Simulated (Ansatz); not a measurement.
Two shapes of doublet H₅O₃.

Shape 1:

```xyz
8

O     0.0150    0.0072    0.0109
H     0.9396   -0.1481    0.3267
O     2.9243    0.0057    0.0068
H     3.3096    0.8187   -0.2827
H     3.5345   -0.6416   -0.3293
O    -1.2334    2.6803    0.3411
H    -0.7407    1.9283    0.1155
H    -2.0873    2.4707    0.0360
```

Shape 2:

```xyz
8

O     0.0937   -0.0345    0.0630
H     1.0724   -0.2030    0.0309
O     2.9404    0.0331   -0.0140
H     3.1330    0.8997   -0.3837
H     3.4169   -0.4981   -0.6492
O    -1.3248    2.6793    0.3639
H    -1.0744    1.8076    0.5294
H    -1.6471    2.6640   -0.5181
```

Basis set: def2-SVP (spherical functions). Frozen core: 3 orbitals. Charge 0, multiplicity 2.

Computed with Ansatz (development build ahead of 0.2.0); each method stands on the lowest determinant of its kind that the runs found.

(1) Which shape is lower in energy, and by how much in each method?

Answers

(1)

| method | E(2) − E(1) (eV) |
| --- | --- |
| UHF | 0.060 |
| UHF-MP2 | 0.008 |
| PBE0 (unrestricted) | 0.012 |

Shape 1 is lower. Caution for PBE0 (unrestricted): charge can spread falsely over distant fragments.
